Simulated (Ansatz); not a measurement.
## BAs⁺, doublet in cc-pVDZ: errors against full CI

Geometry: that of the BAs⁺, quartet, kept fixed. The quartet lies 0.7 eV lower here.

```json
{"atom": "B", "x (Å)": "0.0000", "y (Å)": "0.0000", "z (Å)": "0.0000"}
{"atom": "As", "x (Å)": "0.0000", "y (Å)": "0.0000", "z (Å)": "1.9675"}
```

Basis cc-pVDZ; Ansatz 0.2.0. Only valence electrons are correlated (noble-gas cores and the filled d shells of p-block atoms frozen), which leaves 7 electrons in 26 orbitals. R marks a restricted (for open shells ROHF) determinant, U an unrestricted one. Active spaces: valence = (7e, 8o) chosen from the atoms' valence shells. No spin–orbit coupling is included, and no scalar relativity.

Full CI is exact within this basis and frozen core; it isn't the basis-set limit. The frozen core follows each run's orbitals, which can shift R against U totals by a few meV for light atoms and by up to 0.1 eV past Ca.

```
UHF ⟨S²⟩                          : 1.788
T1 diagnostic (RCCSD)             : 0.0434
largest doubles amplitude (RCCSD) : 0.165
```

```csv
level,E − E(full CI) (kcal/mol),share of correlation (%),wall time
CASSCF (valence space),49.66,62.31,–
NEVPT2 (valence space),11.94,90.94,9 s
MRCISD (valence space),2.68,97.97,–
MRCISD+Q (valence space),0.34,99.74,11 s
```

The correlation energy at full CI, counted from the determinant under the R cluster runs, is -5.714 eV. That run took 6.2 min on 1 thread of Arm Neoverse N1, shared host over 9,719,616 determinants.

Run but not shown, since their state, orbitals or frozen core can't be matched to the reference's or they repeat it: RHF, UHF, RMP2, UMP2, CISD, RCCSD, UCCSD, RCCSD(T), UCCSD(T), BCCD(T), RCCSDT, UCCSDT, RCCSDT(Q), UCCSDT(Q).

Times hold each run's SCF and search for its determinant on a shared host, so for small cases they say little of a method's own cost; they ran on 1 thread of Arm Neoverse N1.

Unrestricted levels hold only the spin's projection, and here they fall towards a lower state of higher spin.

The full-CI state has the irrep A2 of C2v, in the program's axes (one component, if the state is degenerate).

Natural occupations of full CI about the gap: 1.955 1.906 0.987 0.976 0.976 0.045 0.045 0.042 0.009 0.009; effectively unpaired electrons, Σ n²(2−n)², 3.06. No single determinant describes this state well, so single-reference rows can miss without a flag.
